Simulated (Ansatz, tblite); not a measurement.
# The cluster BeCl2−: rung by rung

How do method and basis change the picture of the cluster BeCl2− (doublet)?

Computed with Ansatz 0.2.0, Gaussian basis. Level: as each input shows.

The runs, in order: GFN1-xTB, GFN2-xTB, PBE-D4/def2-TZVPD, r2SCAN-D4/def2-TZVPD, B97M-V/def2-TZVPD, HF/def2-TZVPD, r2SCAN0-D4/def2-TZVPD, ωB97M-V/def2-TZVPD, ωB97X-V/def2-TZVPD, LC-ωPBE(0.10)/def2-TZVPD, LC-ωPBE(0.15)/def2-TZVPD, LC-ωPBE(0.20)/def2-TZVPD, LC-ωPBE(0.30)/def2-TZVPD, PBE-D4/def2-SVPD, PBE0-D4/def2-SVPD, HF/STO-3G, HF/6-31G, B3LYP-D4/6-31G, CCSD(T)/def2-TZVPPD, MP2/def2-TZVPD, RPA/def2-TZVPD.

**1. The structure**

The geometry is that of the doublet, from an earlier relaxation (PBE-D4/def2-TZVPD). At that level it is the lowest of the isomers that a small search found.

3 atoms, charge -1, spin multiplicity 2.

Bond lengths: Be1–Cl2 1.938 Å, Be1–Cl3 1.938 Å. Angles: Cl2–Be1–Cl3 122.4°.

The ion is computed in the gas phase, without counter-ions or solvent.

PBE0-D4/def2-TZVPD was run before; its log isn't repeated, and its numbers join the tables.

**2. GFN1-xTB**

Tight binding, by tblite at 300 K electronic temperature and without a spin-polarisation term:

```python
tblite.interface.Calculator('GFN1-xTB', numbers, positions, charge=-1, uhf=1).singlepoint()
```

Energy -259.7736 eV; 0.002 s.

**3. GFN2-xTB**

Tight binding, by tblite at 300 K electronic temperature and without a spin-polarisation term:

```python
tblite.interface.Calculator('GFN2-xTB', numbers, positions, charge=-1, uhf=1).singlepoint()
```

Energy -273.3493 eV; 0.003 s.

**4. PBE-D4/def2-TZVPD**

start.molden holds the orbitals of an earlier run on this state, given as this run's starting guess.

Input file in.yaml:

```yaml
crystal:
  periodic: [false, false, false]
  atoms:
    - {symbol: Be, position_ang: [0.268483, 0.511423, 0.231977]}
    - {symbol: Cl, position_ang: [1.391888, -0.980711, -0.283931]}
    - {symbol: Cl, position_ang: [-1.660371, 0.469288, 0.051953]}
basis:
  gaussian: {orbitals: def2-TZVPD, initial_orbitals: start.molden}
total_charge: -1
magnetization: {spin_polarized: true, initial_magnetization: 1}
hamiltonian: {xc: pbe, dispersion: d4}
scf: {omitted_lower_state_checks: [starts]}
output: {forces: true, orbitals: {seedname: orbitals}}
```

Command:

```sh
ansatz run in.yaml --threads 4 --pin off --events-out ev --progress --plain --max-ram 3916MiB
```

After this run come: r2SCAN-D4/def2-TZVPD; B97M-V/def2-TZVPD; HF/def2-TZVPD; r2SCAN0-D4/def2-TZVPD; ωB97M-V/def2-TZVPD; ωB97X-V/def2-TZVPD; LC-ωPBE(0.10)/def2-TZVPD; LC-ωPBE(0.15)/def2-TZVPD; LC-ωPBE(0.20)/def2-TZVPD; LC-ωPBE(0.30)/def2-TZVPD; PBE-D4/def2-SVPD; PBE0-D4/def2-SVPD; HF/STO-3G; HF/6-31G; B3LYP-D4/6-31G; CCSD(T)/def2-TZVPPD; MP2/def2-TZVPD; RPA/def2-TZVPD.

Before running them: what should the planned runs give, taken together? Wanted: gap in def2-TZVPD, named functionals and Hartree-Fock, smallest and largest; gap over the ω; correlation energy, CCSD(T)/def2-TZVPPD; correlation energy, MP2/def2-TZVPD; ⟨S²⟩ in def2-TZVPD, named functionals and Hartree-Fock, smallest and largest; PBE0 total energy, smallest basis above largest.

**Answer**, as computed:

| quantity | value |
| --- | --- |
| gap in def2-TZVPD, named functionals and Hartree-Fock, smallest and largest | 0.73 eV (B97M-V), 6.15 eV (HF) |
| gap over the ω (1/bohr) | 3.92 eV at 0.1, 5.79 eV at 0.3 |
| correlation energy, CCSD(T)/def2-TZVPPD | -13.80 eV |
| correlation energy, MP2/def2-TZVPD | -12.09 eV |
| ⟨S²⟩ in def2-TZVPD, named functionals and Hartree-Fock, smallest and largest | 0.751, 0.752 |
| PBE0 total energy, smallest basis above largest | 8.72 eV (def2-SVPD, def2-TZVPD) |

What this shows: Orbital gaps of the named functionals and Hartree-Fock in def2-TZVPD span 0.73 eV (B97M-V) to 6.15 eV (HF); exact exchange widens it. Raising the ω (1/bohr) from 0.1 to 0.3 moves the HOMO by -1.31 eV and the LUMO by +0.56 eV. PBE-D4, r2SCAN-D4, B97M-V, PBE0-D4, r2SCAN0-D4 put the HOMO above zero; others here keep it below zero, so the sign hangs on the functional's self-interaction and doesn't show that the species is unbound.
